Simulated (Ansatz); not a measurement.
For bcc V, BLYP (PAW; Ansatz, an electronic-structure program) gives:

lattice constant a: 3.025 Å
bulk modulus B0: 169 GPa

Question: What does PBE0-D3(BJ) in Ansatz (plane waves, PAW) give for the same quantities?

Answer: 
- lattice constant a: 2.915 Å (drops by 3.6 %)
- bulk modulus: 232 GPa (goes up by 37 %)

For comparison: lattice constant a 3.021 Å (measured, static lattice: zero-point anharmonic expansion removed; as tabulated in Mejia-Rodriguez and Trickey (2018), arXiv:1807.09216); bulk modulus 161 GPa (measured, corrected for temperature and zero-point phonon effects, our sources range from 159 to 166; as tabulated in Levämäki et al. (2014), arXiv:1402.3671).

Changes are worked out from the printed values.

Unless a cell is named, each level is at its own relaxed cell (BLYP 13.84, PBE0-D3(BJ) 12.39 Å³/atom).

The crystal itself was run without spin with BLYP, PBE0-D3(BJ); a magnetic state was not tried in these runs.

Ansatz's density-functional and Hartree–Fock values are scalar-relativistic unless marked +SOC, with PAW data made under PBE.
